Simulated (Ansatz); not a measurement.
# Relative stability

Two isomers of CH$_{3}$BN (charge +1), closed shell, relaxed at PBE0-D4/def2-TZVP (vibrations not checked).

A:

B1  (-0.720, -0.308, -0.496)
C2  (0.658, 0.256, -0.381)
N3  (-0.011, 0.017, 0.695)
H4  (-1.714, -0.727, -0.956)
H5  (1.651, 0.654, -0.565)
H6  (0.135, 0.107, 1.703)
(Å)

B:

```xyz
6
angstrom
B -0.5960 0.7677 -0.5908
N 0.1841 -0.2372 0.1826
C 0.7806 -1.0055 0.7738
H -1.2031 0.3323 -1.5063
H -0.5127 1.8779 -0.1946
H 1.3471 -1.7352 1.3354
```

Program: Ansatz 0.2.0. Basis: def2-TZVPP. Cores are frozen in the correlated methods. B3LYP uses VWN-RPA correlation.

Task: Which structure is lower at CCSD(T), and by how much? (Judge from chemistry; the value comes from the calculation.)

Result: Computed: B, by 4.15 kcal/mol (electronic energy, against the other). By their contacts, A is CH₃BN ([BH]1[CH][NH]1), total charge +1 and B is CH₃BN ([BH2][N][CH]), total charge +1.

Task: Do the other methods give the same order? (A judgement: the text doesn't fix the answer.)

Result: By the calculation: Not all: PBE-D4, r2SCAN-D4, PBE0-D4, wB97M-V give the other order.

```
   method  E(B) − E(A) (kcal/mol)
   PBE-D4                    1.83
r2SCAN-D4                    1.04
  PBE0-D4                    3.58
 B3LYP-D4                   -2.54
  wB97M-V                    1.21
       HF                   -4.96
      MP2                   -4.96
     CCSD                   -4.00
  CCSD(T)                   -4.15
```

T1 diagnostic: at most 0.014.

Labels in which every atom is bracketed show which atoms are joined, not bond orders.
